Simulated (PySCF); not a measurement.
# One molecule, many functionals

Compound: 2,4-hexadiyne, C6H6.
SMILES with atom numbers: `[CH3:1][C:2]#[C:3][C:4]#[C:5][CH3:6]` (hydrogens: H7, H8, H9 on C1; H10, H11, H12 on C6)

Linear-response calculations in the def2-SVPD basis (PySCF; singlets by full response, triplets Tamm–Dancoff, core orbitals frozen in the response; HF means time-dependent Hartree–Fock). 'Strongest' is the level of largest summed f among the singlets computed (10 roots, of which the last may lack a degenerate partner); it can jump between rows when another state enters that window. S1 is the lowest singlet of each run and needn't be the same state throughout; f(S1) is that of one state. Isolated species at its PBE0-D3(BJ)/def2-SVP geometry, gas phase.

```json
{"functional": "LDA", "kind": "LDA", "S1 (eV)": "4.52", "f(S1)": "0.000", "strongest (eV)": "4.73", "T1 (eV)": "3.86", "HOMO (eV)": "-5.78", "gap (eV)": "4.52", "ionisation energy, ΔSCF (eV)": "not settled"}
{"functional": "B3LYP", "kind": "global hybrid, 20% exact exchange", "S1 (eV)": "4.63", "f(S1)": "0.000", "strongest (eV)": "4.76", "T1 (eV)": "3.78", "HOMO (eV)": "-6.49", "gap (eV)": "6.13", "ionisation energy, ΔSCF (eV)": "8.66"}
{"functional": "PBE0", "kind": "global hybrid, 25% exact exchange", "S1 (eV)": "4.66", "f(S1)": "0.000", "strongest (eV)": "4.86", "T1 (eV)": "3.72", "HOMO (eV)": "-6.71", "gap (eV)": "6.55", "ionisation energy, ΔSCF (eV)": "8.66"}
{"functional": "BHandHLYP", "kind": "global hybrid, 50% exact exchange", "S1 (eV)": "4.63", "f(S1)": "0.000", "strongest (eV)": "7.02", "T1 (eV)": "3.76", "HOMO (eV)": "-7.66", "gap (eV)": "8.55", "ionisation energy, ΔSCF (eV)": "8.63"}
{"functional": "CAM-B3LYP", "kind": "range-separated hybrid", "S1 (eV)": "4.68", "f(S1)": "0.000", "strongest (eV)": "6.94", "T1 (eV)": "3.82", "HOMO (eV)": "-7.94", "gap (eV)": "8.89", "ionisation energy, ΔSCF (eV)": "8.77"}
{"functional": "wB97X-D", "kind": "range-separated hybrid", "S1 (eV)": "4.70", "f(S1)": "0.000", "strongest (eV)": "7.34", "T1 (eV)": "3.87", "HOMO (eV)": "-8.47", "gap (eV)": "10.03", "ionisation energy, ΔSCF (eV)": "8.73"}
{"functional": "LC-wPBE", "kind": "range-separated hybrid", "S1 (eV)": "4.78", "f(S1)": "0.000", "strongest (eV)": "7.85", "T1 (eV)": "3.79", "HOMO (eV)": "-9.27", "gap (eV)": "11.31", "ionisation energy, ΔSCF (eV)": "8.91"}
{"functional": "HF", "kind": "Hartree–Fock", "S1 (eV)": "4.36", "f(S1)": "0.000", "strongest (eV)": "7.81", "T1 (eV)": "3.38", "HOMO (eV)": "-9.10", "gap (eV)": "11.62", "ionisation energy, ΔSCF (eV)": "not settled"}
```

**Question.** What does PBE (GGA) give?

**Answer.** S1 (eV) 4.56, f(S1) 0.000, strongest (eV) 4.71, T1 (eV) 3.72, HOMO (eV) -5.62, gap (eV) 4.56, ionisation energy, ΔSCF (eV) 8.51. S1 runs from 4.36 eV (HF) to 4.78 eV (LC-wPBE), a spread of 0.42 eV, while the orbital gap spreads over 7.1 eV. −ε(HOMO) comes closest to its own ΔSCF ionisation energy with wB97X-D (-0.26 eV) and misses most with PBE (-2.88 eV). 'Not settled' means that the ion's SCF failed to converge or may have ended in another state than the lowest.
